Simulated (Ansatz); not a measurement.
Geometry optimisation, RKS PBE0/6-31G* in Ansatz.

input.yaml

```yaml
crystal:
  periodic: [false, false, false]
  atoms:
    - { symbol: Si, position_ang: [0.19126, -0.089299, -0.055744] }
    - { symbol: H, position_ang: [-0.005092, -0.058965, 1.404976] }
    - { symbol: H, position_ang: [1.667749, -0.128332, -0.281877] }
    - { symbol: H, position_ang: [-0.311849, 1.201742, -0.598016] }
    - { symbol: C, position_ang: [-0.631719, -1.594958, -0.843049] }
    - { symbol: H, position_ang: [-0.99955, -2.286519, -0.082859] }
    - { symbol: H, position_ang: [-1.481261, -1.293463, -1.454914] }
    - { symbol: H, position_ang: [0.075078, -2.137368, -1.473629] }
    - { symbol: S, position_ang: [-2.979233, 0.369407, 0.992183] }
    - { symbol: H, position_ang: [-3.431861, -0.869462, 1.282873] }
    - { symbol: H, position_ang: [-1.827121, 0.194415, 1.725955] }
basis:
  gaussian: { orbitals: "6-31G*" }
hamiltonian:
  xc: pbe0
relax:
  f_tol: 0.03
  max_steps: 50
```

Launched with:

```bash
$ ansatz run input.yaml --threads 1 --pin off --max-ram 2048MiB --backend cpu --events-out ev --progress --plain --runs-dir out
```

Problem. Where does it end, and by what steps?

Solution. The run converged. The force dipped under the threshold on the way, but the program's further checks kept it going. After 21 steps the energy has fallen by 0.217 eV; H11 moved furthest, 1.00 Å.

| step | energy less start (eV) | largest force component (eV/Å) | accepted |
| --- | --- | --- | --- |
| 0 | 0.0000 | 0.812 | yes |
| 1 | -0.1055 | 0.324 | yes |
| 2 | -0.1437 | 0.065 | yes |
| 3 | -0.1621 | 0.108 | yes |
| 4 | -0.1616 | 0.522 | no |
| 5 | -0.1750 | 0.074 | yes |
| 6 | -0.1859 | 0.224 | yes |
| 7 | -0.1927 | 0.448 | yes |
| 8 | -0.2079 | 0.109 | yes |
| 9 | -0.2131 | 0.013 | yes |
| 10 | -0.2136 | 0.126 | yes |
| 11 | -0.2144 | 0.047 | yes |
| 12 | -0.2147 | 0.007 | yes |
| 13 | -0.2144 | 0.152 | no |
| 14 | -0.2150 | 0.038 | yes |
| 15 | -0.2150 | 0.093 | yes |
| 16 | -0.2153 | 0.035 | yes |
| 17 | -0.2156 | 0.007 | yes |
| 18 | -0.2112 | 0.347 | no |
| 19 | -0.2158 | 0.096 | yes |
| 20 | -0.2162 | 0.034 | yes |
| 21 | -0.2165 | 0.012 | yes |

```xyz
11
Properties=species:S:1:pos:R:3
Si 0.412 -0.228 -0.060
H 0.029 -0.196 1.384
H 1.896 -0.370 -0.129
H 0.047 1.093 -0.651
C -0.456 -1.634 -0.954
H -0.186 -2.603 -0.521
H -1.542 -1.516 -0.883
H -0.183 -1.651 -2.015
S -3.655 0.271 1.032
H -3.568 -0.720 1.939
H -2.529 0.861 1.473
```

The run took 75 s on 1 thread of Arm Neoverse V1 (shared host), peak memory 0.14 GiB.
